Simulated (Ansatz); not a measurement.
Relaxing a trial structure of BH2Si

The starting geometry of this gas-phase doublet was optimised with GFN2-xTB; its bonds are those of `[B]=[SiH2]`.

```yaml
atoms:
  - { symbol: B, position_ang: [0.5200, -0.1363, 1.6250] }
  - { symbol: Si, position_ang: [-0.3038, 0.4180, 0.0648] }
  - { symbol: H, position_ang: [-1.6910, 0.8616, 0.3266] }
  - { symbol: H, position_ang: [-0.2045, 0.6249, -1.3938] }
```

Predict what it relaxes into with r2SCAN-D4/def2-TZVP.

New bonds form, giving a structure with H3 bridging Si2 and B1, H4 bridging B1 and Si2, given below by its coordinates. Distances that change by over a tenth: Si2–H3 (1.48 → 1.74 Å), Si2–H4 (1.48 → 1.74 Å). Contacts that close: B1–H3 (2.75 → 1.31 Å), B1–H4 (3.20 → 1.31 Å).

The energy falls by 1.62 eV over 20 steps:

```tsv
step	E − E(last) (eV)
1	1.621
3	1.312
5	1.220
7	1.214
9	1.211
12	0.889
14	0.083
16	0.006
18	0.000
20	0.000
```

Final geometry (Å):

```xyz
4

B    -0.1153   -0.1377    0.6477
Si   -0.2679    1.5777    0.0393
H    -1.3459    0.3207    0.5842
H     0.0497    0.0075   -0.6485
```

Frequencies at the end are all real (lowest 836 cm⁻¹). Open shells are spin-unrestricted. Run with Ansatz 0.2.0, 3.8 min on 1 thread of Intel(R) Xeon(R) Processor @ 2.50GHz (Skylake/Cascade Lake) (shared host).
